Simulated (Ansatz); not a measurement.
`N#C[SiH3]`, 6 atoms. The species carries charge 0 and has multiplicity 1. All runs use 4 threads of an Arm Neoverse V2 on a shared host. Correlated methods freeze the cores. Open-shell runs search over several starts.

Task: How many basis functions does each run have, and how long does it take in Ansatz? UKS ωB97M-V/def2-TZVPP energy of the cation; UKS ωB97X-V/def2-TZVPP energy of the cation; RHF-CCSD(T)/cc-pV(Q+d)Z energy; direct RPA on PBE orbitals/def2-TZVPP energy; RHF-CCSD(T)/def2-TZVPP energy; UKS PBE0-D4/def2-TZVPP energy of the cation; UHF-CCSD(T)/def2-TZVPP energy of the cation; RKS PBE0-D4/def2-QZVPP energy; UKS r2SCAN-D4/def2-TZVPP energy of the cation; RHF-CCSD(T)/def2-SVP energy; RKS ωB97M-V/def2-SVP energy; RKS PBE0-D4/def2-TZVP frequencies. (Best estimate.)

Result: Ansatz gave: Other jobs shared the machine, so times are rough.

```csv
level,job,functions,wall time,peak host memory (GiB)
RHF-CCSD(T)/def2-SVP,energy,61,0.4 s,0.3
direct RPA on PBE orbitals/def2-TZVPP,energy,146,1.1 s,0.3
RKS ωB97M-V/def2-SVP,energy,61,1.2 s,0.3
RKS PBE0-D4/def2-QZVPP,energy,274,1.8 s,0.59
RHF-CCSD(T)/def2-TZVPP,energy,146,4.8 s,0.86
UKS PBE0-D4/def2-TZVPP,energy of the cation,146,9.5 s,0.37
RKS PBE0-D4/def2-TZVP,frequencies,117,17 s,0.3
UKS r2SCAN-D4/def2-TZVPP,energy of the cation,146,21 s,0.37
UHF-CCSD(T)/def2-TZVPP,energy of the cation,146,39 s,1.9
RHF-CCSD(T)/cc-pV(Q+d)Z,energy,264,48 s,6.2
UKS ωB97M-V/def2-TZVPP,energy of the cation,146,57 s,0.51
UKS ωB97X-V/def2-TZVPP,energy of the cation,146,65 s,0.48
```
